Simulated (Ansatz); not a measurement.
# CH2N (doublet): wave-function methods side by side at a displaced geometry (v2), cc-pVDZ

One table from this session's results is given with a row withheld; the runs are named, their logs left out.

Method: cc-pVDZ, core rule «outside noble gas», up to 2 orbitals frozen; program: Ansatz 0.2.0, Gaussian basis.

The runs, in order: UHF; CCSD(T) on ROHF; CCSD(T) on UHF; BCCD(T) on ROHF; CISD; CCSDT(Q) on ROHF; CCSDT(Q) on UHF; CASSCF and MRCISD+Q, 11 electrons in 10 orbitals; CASSCF and NEVPT2, 11 electrons in 10 orbitals.

16 further runs of the same task are left out: 3 that didn't finish, 13 set aside as unsound or not needed.

### What is computed

The geometry is a PBE0/def2-TZVP stationary point (not a proven minimum) with its atoms shifted at random (size 0.100 Å).

4 atoms, charge 0, spin multiplicity 2.

Atoms are counted from 1 here; the program's logs count them from 0.

Bond lengths: N1–C2 1.285 Å, N1–H3 1.007 Å, N1–H4 1.100 Å. Angles: C2–N1–H3 122.3°, C2–N1–H4 121.7°, H3–N1–H4 114.3°.

Coordinates:

```xyz
4

N     0.0740    0.0001    0.5050
C    -0.0909    0.0085   -0.7691
H    -0.0143    0.8329    1.0645
H     0.0689   -0.9360    1.0827
```

Set-up of the first run:

in.yaml reads:

```yaml
crystal:
  periodic: [false, false, false]
  atoms:
    - {symbol: N, position_ang: [0.073998, 0.000129, 0.504959]}
    - {symbol: C, position_ang: [-0.090877, 0.008503, -0.769076]}
    - {symbol: H, position_ang: [-0.014256, 0.832937, 1.064532]}
    - {symbol: H, position_ang: [0.068852, -0.936049, 1.082746]}
basis:
  gaussian: {orbitals: cc-pVDZ}
magnetization: {spin_polarized: true, initial_magnetization: 1}
hamiltonian: {xc: hf}
output: {orbitals: {seedname: orbitals}}
```

On the command line:

```console
$ ansatz run in.yaml --threads 1 --pin off --events-out ev --progress --plain --max-ram 2393MiB
```

Among the steps run: UHF; CCSD(T) on ROHF; CCSD(T) on UHF; BCCD(T) on ROHF; CISD; CCSDT(Q) on ROHF; CCSDT(Q) on UHF; CASSCF and MRCISD+Q, 11 electrons in 10 orbitals; CASSCF and NEVPT2, 11 electrons in 10 orbitals.

One of the session's tables, all rows but one given; the rest of the session is left out.

| method | from UCCSDT(Q) (kJ/mol) |
| --- | --- |
| ROHF | +790.7 |
| UHF | +778.0 |
| RMP2 | +96.1 |
| UMP2 | +96.7 |
| CISD | +82.4 |
| RCCSD | +27.2 |
| UCCSD | +27.0 |
| RCCSD(T) | +3.8 |
| UCCSD(T) | +3.9 |
| BCCD(T) | +3.8 |
| RCCSDT | +1.9 |
| UCCSDT | +1.8 |
| RCCSDT(Q) | +0.2 |
| UCCSDT(Q) | 0 |
| CASSCF valence | ? |
| NEVPT2 valence | +104.7 |
| MRCISD valence | +30.8 |
| MRCISD+Q valence | +5.2 |

**Question.** Estimate the row for CASSCF valence.

The run gave: from UCCSDT(Q) (kJ/mol): +471.4. In the column «from UCCSDT(Q) (kJ/mol)» it lies between NEVPT2 valence (+104.7) and UHF (+778.0).

Caveats from the session: Restricted and unrestricted rows rest on different reference determinants; where their highest levels disagree by more than a few hundredths of an eV, they describe different states and don't form one ladder.
